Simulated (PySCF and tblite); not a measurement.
Values are calculated unless marked as measured or tabulated.
C₆H₁₀, numbered as in [CH:1]#[C:2][CH2:3][CH2:4][CH2:5][CH3:6].

Level: B3LYP-D3(BJ)/def2-TZVP (IEF-PCM, chloroform)//PBE0-D3(BJ)/def2-SVP, thermal terms from GFN2-xTB, symmetry numbers and mirror pairs counted. Conformers within 3 kcal/mol (GFN2-xTB free energy) were kept, 8 at most. Couplings: B3LYP/pcSseg-1 with pcJ-1 on H (gas phase; spin-dipole term only for pairs with B, N, F, Si or P). Couplings are for ¹H; a prime marks the second kind of pair between the same two sets of atoms. Run with PySCF (density fitting) and tblite.

Torsions listed: C2–C3–C4–C5, C3–C4–C5–C6. Of a mirror pair one member is shown.

```tsv
conformer	shape	weight %
1	-63°, 179°	37.2
2	180°, 180°	26.1
3	-58°, -60°	18.2
4	178°, 65°	17.0
5	78°, -66°	1.5
```

Give the couplings in each conformer and the averages at 298.15 K (pairs that fast motion interchanges averaged).


```
  coupling  pairs      1      2      3      4  average (Hz)
 ⁴J(H1,H3)      2   -4.3   -4.3   -4.3   -4.2          -4.3
 ²J(H3,H3)      1  -19.4  -19.1  -19.7  -18.9         -19.3
 ³J(H3,H4)      2    3.6   14.9    4.8   15.2           8.8
³J(H3,H4′)      2    9.9    4.5    9.6    4.5           7.5
 ²J(H4,H4)      1  -14.5  -14.8  -14.9  -15.3         -14.8
 ³J(H4,H5)      2    4.3    4.3    9.4    9.7           6.2
³J(H4,H5′)      2   14.6   14.6    3.6    3.0          10.6
 ²J(H5,H5)      1  -14.9  -14.7  -15.6  -15.7         -15.1
 ³J(H5,H6)      6    8.2    8.1    8.2    8.3           8.2
 ²J(H6,H6)      3  -14.2  -14.2  -14.3  -14.4         -14.2
```

Only couplings over up to 4 bonds are listed; longer-range ones, if any, are left out.
